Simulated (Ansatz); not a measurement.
Geometry optimisation, RKS PBE0-D4/6-31G* in Ansatz 0.2.0.

The input (input.yaml):

```yaml
crystal:
  periodic: [false, false, false]
  atoms:
    - { symbol: Al, position_ang: [0.019738, 0.068478, 0.26223] }
    - { symbol: C, position_ang: [-0.001885, 0.252791, 2.220879] }
    - { symbol: H, position_ang: [-0.949441, -0.042278, 2.684725] }
    - { symbol: H, position_ang: [0.81336, -0.28622, 2.716295] }
    - { symbol: H, position_ang: [0.13984, 1.31671, 2.461257] }
    - { symbol: H, position_ang: [1.393683, -0.130314, -0.529118] }
    - { symbol: H, position_ang: [-1.33771, 0.201577, -0.568252] }
    - { symbol: P, position_ang: [-0.354574, -3.280027, 1.120142] }
    - { symbol: H, position_ang: [-0.82054, -2.878171, -0.164912] }
    - { symbol: H, position_ang: [1.017481, -3.16875, 0.761497] }
    - { symbol: H, position_ang: [-0.401151, -1.966298, 1.670457] }
basis:
  gaussian: { orbitals: "6-31G*" }
hamiltonian:
  xc: pbe0
  dispersion: d4
relax:
  f_tol: 0.03
  max_steps: 50
```

Command:

```bash
$ ansatz run input.yaml --threads 1 --pin off --max-ram 2048MiB --backend cpu --events-out ev --progress --plain --runs-dir out
```

Q: Where does it end, and by what steps?

A: It converged. After 8 steps the energy has fallen by 0.087 eV; H11 moved furthest, 0.36 Å.

| step | energy less start (eV) | largest force component (eV/Å) | accepted |
| --- | --- | --- | --- |
| 0 | 0.0000 | 0.357 | yes |
| 1 | -0.0509 | 0.111 | yes |
| 2 | -0.0624 | 0.097 | yes |
| 3 | -0.0812 | 0.225 | yes |
| 4 | -0.0839 | 0.203 | yes |
| 5 | -0.0854 | 0.141 | yes |
| 6 | -0.0864 | 0.060 | yes |
| 7 | -0.0867 | 0.039 | yes |
| 8 | -0.0869 | 0.028 | yes |

```xyz
11
Properties=species:S:1:pos:R:3
Al 0.015 -0.107 0.404
C 0.037 0.432 2.293
H -0.903 0.210 2.810
H 0.856 -0.031 2.855
H 0.184 1.519 2.363
H 1.384 -0.387 -0.374
H -1.346 -0.079 -0.434
P -0.315 -3.394 0.844
H -0.803 -2.829 -0.365
H 1.031 -3.004 0.605
H -0.621 -2.244 1.634
```

Whether the end is a true minimum wasn't checked by a vibrational analysis.

Run time: 38 s on 1 thread of Intel(R) Xeon(R) Platinum 8259CL CPU @ 2.50GHz (Skylake/Cascade Lake), with other jobs on the host, peak memory 0.16 GiB.
